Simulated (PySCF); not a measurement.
Isomers of C3H4F2O, one conformer each. Method: core-valence-separated Tamm–Dancoff BHandHLYP/aug-pcX-1 (pcseg-1 on H) in PySCF, non-relativistic, gas phase, PBE0-D3(BJ)/def2-SVP geometry. BHandHLYP without relativity tends to put these K edges a few eV too low, so spacings mean more than positions.

P. `FC[C@@H]1O[C@@H]1F`
Q. `C=COC(F)F`

Main lines, eV (oscillator strength):
1. C K: 282.9 (0.056), 284.4 (0.071), 285.8 (0.011), 286.2 (0.021), 287.4 (0.008); O K: 534.2 (0.013), 535.5 (0.004), 535.8 (0.009), 536.0 (0.013), 536.4 (0.008); F K: 686.9 (0.023), 687.2 (0.018), 687.5 (0.008), 687.8 (0.022), 688.2 (0.006)
2. C K: 286.4 (0.054), 286.8 (0.055), 287.7 (0.024), 288.2 (0.021), 288.6 (0.015); O K: 533.1 (0.045), 534.6 (0.028), 535.0 (0.008), 535.5 (0.006), 536.3 (0.014); F K: 685.3 (0.027), 686.5 (0.024), 686.8 (0.010), 687.4 (0.010), 687.7 (0.007)
Listed: the first five lines at most of each edge with a tenth or more of its strongest line's intensity; roots within 0.03 eV on the same or equivalent atoms are summed. Only the lowest roots were sought, and the top ones are left out.

**Question.** Which spectrum belongs to which isomer?

**Answer.** 1 = Q, 2 = P.
- P: first C line listed at 286.4 eV, hole on the sp3 carbon bound to oxygen; first O line listed at 533.1 eV, hole on the epoxide oxygen; first F line listed at 685.3 eV, hole on the alkyl fluorine.
- Q: first C line listed at 282.9 eV, hole on the terminal =CH2 carbon (1s→π*); first O line listed at 534.2 eV, hole on the ether oxygen; first F line listed at 686.9 eV, hole on the fluorine of a CF2 group.

**Question.** What are the ground-state energies of the isomers at BHandHLYP/aug-pcX-1 (pcseg-1 on H), relative to the lowest?

**Answer.** P 69.6, Q 0.0 kJ/mol (electronic energies on these geometries, no dispersion or zero-point terms).
